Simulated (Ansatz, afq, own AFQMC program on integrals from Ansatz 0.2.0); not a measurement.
## Si$_{3}$PH$_{9}$, singlet → Si$_{3}$PH$_{9}$, triplet

```xyz
13

Si   -1.2069    1.4818   -0.4978
P     0.6715    0.2937   -0.9151
Si    1.5567    0.3479    1.1652
Si   -0.2312   -1.7779   -0.8289
H    -2.0905    1.3853   -1.6981
H    -1.9616    1.0004    0.7019
H    -0.8142    2.9070   -0.2846
H     0.5900   -0.0566    2.2341
H     2.7276   -0.5790    1.1933
H     2.0214    1.7419    1.4331
H     0.8854   -2.7697   -0.8524
H    -1.0655   -2.0134    0.3914
H    -1.0828   -1.9614   -2.0421
```

E(triplet, charge +0) − E(singlet, charge +0) at this geometry, on RHF and UHF determinants.

Basis def2-TZVP. Only valence electrons are correlated. AFQMC by an in-house program on the Cholesky factors that Ansatz 0.2.0 writes for its CCSD(T) run. ph-AFQMC/CISD is guided by a CISD state made of CCSD amplitudes; releasing the constraint for a short imaginary time cuts its bias at the price of noise, slowly where states lie close. Error bars are statistical, one sigma. The errors of all members are added in quadrature.

No full CI on the walks' own integrals is used here. The released AFQMC energy serves as the reference, which it does only where one determinant dominates, the energy is flat over the last release times and near the phaseless one (40 meV or 2 meV an electron, half that with transition metals). On small molecules, where full CI could be run and the noise was under 10 meV, such values lay within 10 meV of it in 19 cases of 20, a flattering rate, since the rule was set on those same cases; what remains of the bias isn't in the error bar. Each member takes its own surest rung, up to full CI.

Errors are counted within def2-TZVP, not against nature.

Cautions: Si₃PH₉ (singlet): the released value is read at 0.90 1/Eh with a noise of 23 meV, more than in the cases checked (meV from the phaseless value at times in 1/Eh: -4 ± 16 at 0.21, -1 ± 23 at 0.42, -12 ± 25 at 0.63, -13 ± 23 at 0.90); Si₃PH₉ (triplet): another spin lies lower, the released value is read at 0.63 1/Eh with a noise of 20 meV, more than in the cases checked, later times being too noisy (meV from the phaseless value at times in 1/Eh: 6 ± 19 at 0.21, 8 ± 24 at 0.42, 0 ± 20 at 0.63, 82 ± 35 at 0.90); the upper state may be diffuse, so the gap hangs on the basis; core correlation is missing, and it shifts such a gap most where an s electron is promoted.

| level | vertical spin gap (eV) |
| --- | --- |
| CCSD | 5.681 |
| HF | 5.355 |

(1) From these cheaper values, estimate the vertical spin gap at the reference level in def2-TZVP.

(1) 5.701 ± 0.030 eV (AFQMC with the constraint released in def2-TZVP).

```
        level  vertical spin gap (eV)  error against released AFQMC (eV)
          MP2                   5.860                      0.159 ± 0.030
      CCSD(T)                   5.682                     -0.019 ± 0.030
ph-AFQMC/CISD           5.688 ± 0.025                     -0.013 ± 0.039
```

Correlation beyond CCSD(T) changes it by less than twice the noise. The perturbative (T) step is worth +0.000 eV.

Released energies are given only where the last usable release times agree within the noise; a slower fall can still hide under it.
